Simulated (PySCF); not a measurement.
Isomers of C5H10S. Level of theory: PBE0-D3(BJ)/def2-SVP geometry optimisation, gas phase (PySCF 2.14.0). One conformer each; no zero-point energy, no entropy. No frequencies were run at this level. Point groups hold within 0.08 Å.

Task: Order them by energy at this level, lowest first, and give relative energies in kcal/mol.
A. `[CH3:1][C@@H:2]1[CH2:3][CH2:4][CH2:5][S:6]1` with C1–C2–C3–C4 -160°, C2–C3–C4–C5 50°, C3–C4–C5–S6 -38°, C4–C5–S6–C2 14°
B. `CC(C)(C)C=S`

Result: A (0.0), B (18.7).

As drawn, the higher has a C=S bond and a quaternary carbon, which the lower lacks.

| SMILES | E (Eh) | E rel (kcal/mol) | dipole (D) | point group | A, B, C (MHz) |
| --- | --- | --- | --- | --- | --- |
| C[C@@H]1CCCS1 | -594.12205 | 0.0 | 1.95 | C1 | 4212, 2800, 1851 |
| CC(C)(C)C=S | -594.09227 | 18.7 | 2.41 | – | 4452, 1788, 1770 |

Task: How do the relative energies change in single points at PBE0/pcSseg-1 (no added dispersion term) on the same geometries?

Result: 
| SMILES | PBE0-D3(BJ)/def2-SVP (kcal/mol) | PBE0/pcSseg-1 (kcal/mol) | shift |
| --- | --- | --- | --- |
| C[C@@H]1CCCS1 | 0.0 | 0.0 | 0.0 |
| CC(C)(C)C=S | 18.7 | 17.1 | -1.6 |

Each column counts from its own lowest isomer. The order is unchanged; the largest shift is 1.6 kcal/mol.
